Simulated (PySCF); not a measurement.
# Na3: quartet, from a obtuse triangle start

The runs use PySCF 2.14.0; PBE0, basis Na def2-TZVP, no relativity, density fitting.

## 1. The system as given

3 atoms, charge 0, spin multiplicity 4.

Bond lengths: Na1–Na2 3.295 Å, Na1–Na3 3.295 Å. Angles: Na2–Na1–Na3 104.9°.

```xyz
3
charge 0 multiplicity 4
Na    0.0000    0.0000    0.0000
Na    2.6114    2.0088    0.0000
Na   -2.6114    2.0088    0.0000
```

## 2. Finding the electronic state

One driver script runs all steps and calls PySCF; scf.py shows how it sets up the SCF of each step. The optimiser is the driver's own. After this first run the driver tries any further starts and a stability analysis.

Input file scf.py:

```python
from pyscf import gto, scf, dft
mol = gto.M(atom='''
Na     0.000000     0.000000     0.000000
Na     2.611400     2.008800     0.000000
Na    -2.611400     2.008800     0.000000''',
    basis={'Na': 'def2-TZVP'},
    charge=0, spin=3)
mf = dft.UKS(mol, xc='PBE0')
mf.grids.atom_grid = (50, 194)
aux = {'Na': 'def2-universal-JKFIT'}
mf = mf.density_fit(auxbasis=aux)
mf.conv_tol = 1e-08
mf.diis_space = 10
mf.max_cycle = 60
mf.init_guess = 'minao'
mf.verbose = 4
mf.kernel()
```

Started as:

```
> OMP_NUM_THREADS=2 python axn.py task.json out
```

Q: Estimate the wall time on 2 threads of Intel Xeon Platinum 8559C (Emerald Rapids), shared host.

About 9.9 s.
